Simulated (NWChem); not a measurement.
Species: BeH cation; SMILES [BeH+]

All runs: NWChem. Coordinates come from a PBE-D3(BJ)/def2-SVP optimisation. Vertical excitations in the gas phase; the lowest state need not have the same character in each row.

For level CAM-B3LYP/def2-SVP, TDA:

* **lowest excitation, singlet (eV)**: 5.45
* **lowest triplet (eV)**: 3.70
* **orbital gap (eV)**: 8.62

Question: What are these values for level PBE/def2-SVP, TDA?

Answer: The lowest excitation, singlet (eV) is 5.31, the lowest triplet (eV) comes out as 3.53 and the orbital gap (eV) is 4.29.
